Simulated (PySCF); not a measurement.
Broadened absorption spectrum of vinyl acetate

Vinyl acetate, C4H6O2.
InChI=1S/C4H6O2/c1-3-6-4(2)5/h3H,1H2,2H3

Level of theory: PySCF 2.14.0, density-fitted response routines, TDDFT CAM-B3LYP/def2-SVPD, vertical, gas phase, core orbitals frozen in the response. Geometry: GFN2-xTB, one conformer, isolated molecule. GFN2-xTB frequencies show an imaginary mode (24i cm⁻¹), so this geometry is no minimum at that level. Torsions of this conformer, `[CH2:1]=[CH:2][O:3][C:4]([CH3:5])=[O:6]`: C1–C2–O3–C4 180°, C2–O3–C4–C5 180°.

Computed states:

```
state  E (eV)       f
   S1    5.85  0.0010
   S2    6.66   0.447
   S3    7.25   0.049
   S4    7.83   0.089
   S5    7.99  0.0027
   S6    8.10   0.030
   S7    8.20  0.0008
   S8    8.33  0.0001
```

Each state is given a Gaussian of 0.5 eV full width at half maximum, with ε(max) = 2.175×10⁸ f / Δν̃ (Δν̃ the width in cm⁻¹). The cross-section is σ = 3.8235×10⁻²¹ ε cm², given in Mb (10⁻¹⁸ cm²). The width is an assumption, not a result. The curve ends short of the highest state used, and states not computed would add to its high-energy end.

(1) What does the envelope look like, and where are its maxima?

(2) Coming from long wavelengths, where does ε first pass 100 L mol⁻¹ cm⁻¹?

(3) On this curve, what absorbance would a 10⁻³ mol/L sample give at 222 nm over a 1 cm path?

(4) Does any computed singlet lie in the visible range?

Results:

(1) 
```json
{"E (eV)": "5.10", "σ (Mb)": "0.00"}
{"E (eV)": "5.15", "σ (Mb)": "0.00"}
{"E (eV)": "5.19", "σ (Mb)": "0.00"}
{"E (eV)": "5.24", "σ (Mb)": "0.00"}
{"E (eV)": "5.29", "σ (Mb)": "0.01"}
{"E (eV)": "5.34", "σ (Mb)": "0.01"}
{"E (eV)": "5.39", "σ (Mb)": "0.02"}
{"E (eV)": "5.43", "σ (Mb)": "0.03"}
{"E (eV)": "5.48", "σ (Mb)": "0.05"}
{"E (eV)": "5.53", "σ (Mb)": "0.07"}
{"E (eV)": "5.58", "σ (Mb)": "0.09"}
{"E (eV)": "5.63", "σ (Mb)": "0.12"}
{"E (eV)": "5.67", "σ (Mb)": "0.15"}
{"E (eV)": "5.72", "σ (Mb)": "0.18"}
{"E (eV)": "5.77", "σ (Mb)": "0.20"}
{"E (eV)": "5.82", "σ (Mb)": "0.24"}
{"E (eV)": "5.86", "σ (Mb)": "0.28"}
{"E (eV)": "5.91", "σ (Mb)": "0.38"}
{"E (eV)": "5.96", "σ (Mb)": "0.58"}
{"E (eV)": "6.01", "σ (Mb)": "1.01"}
{"E (eV)": "6.06", "σ (Mb)": "1.84"}
{"E (eV)": "6.10", "σ (Mb)": "2.96"}
{"E (eV)": "6.15", "σ (Mb)": "5.25"}
{"E (eV)": "6.20", "σ (Mb)": "8.91"}
{"E (eV)": "6.25", "σ (Mb)": "14.38"}
{"E (eV)": "6.30", "σ (Mb)": "21.99"}
{"E (eV)": "6.34", "σ (Mb)": "29.71"}
{"E (eV)": "6.39", "σ (Mb)": "41.17"}
{"E (eV)": "6.44", "σ (Mb)": "54.00"}
{"E (eV)": "6.49", "σ (Mb)": "67.00"}
{"E (eV)": "6.54", "σ (Mb)": "78.66"}
{"E (eV)": "6.58", "σ (Mb)": "85.95"}
{"E (eV)": "6.63", "σ (Mb)": "91.37"}
{"E (eV)": "6.68", "σ (Mb)": "91.96"}
{"E (eV)": "6.73", "σ (Mb)": "87.67"}
{"E (eV)": "6.77", "σ (Mb)": "81.22"}
{"E (eV)": "6.82", "σ (Mb)": "70.51"}
{"E (eV)": "6.87", "σ (Mb)": "58.37"}
{"E (eV)": "6.92", "σ (Mb)": "46.39"}
{"E (eV)": "6.97", "σ (Mb)": "35.83"}
{"E (eV)": "7.01", "σ (Mb)": "28.90"}
{"E (eV)": "7.06", "σ (Mb)": "22.33"}
{"E (eV)": "7.11", "σ (Mb)": "17.88"}
{"E (eV)": "7.16", "σ (Mb)": "15.09"}
{"E (eV)": "7.21", "σ (Mb)": "13.40"}
{"E (eV)": "7.25", "σ (Mb)": "12.50"}
{"E (eV)": "7.30", "σ (Mb)": "11.65"}
{"E (eV)": "7.35", "σ (Mb)": "10.97"}
{"E (eV)": "7.40", "σ (Mb)": "10.47"}
{"E (eV)": "7.45", "σ (Mb)": "10.29"}
{"E (eV)": "7.49", "σ (Mb)": "10.50"}
{"E (eV)": "7.54", "σ (Mb)": "11.31"}
{"E (eV)": "7.59", "σ (Mb)": "12.74"}
{"E (eV)": "7.64", "σ (Mb)": "14.68"}
{"E (eV)": "7.68", "σ (Mb)": "16.45"}
{"E (eV)": "7.73", "σ (Mb)": "18.65"}
```

Maxima: 186 nm (6.66 eV), ε about 24000, made up of S2 (100%) (ε in L mol⁻¹ cm⁻¹; maxima over ε = 5, shares over 10%). At its high-energy end, 7.73 eV, the curve is still rising (ε about 4900, from S4).

(2) At about 210 nm (5.91 eV), 0.06 eV above S1.

(3) 222 nm is 5.585 eV, where ε is about 25 L mol⁻¹ cm⁻¹, so A = ε c l ≈ 0.025 (Beer–Lambert, with the gas-phase spectrum and the assumed width).

(4) No computed singlet lies in the visible range (380 to 750 nm); the lowest, at 212 nm, stands 2.59 eV above its violet end (3.26 eV).
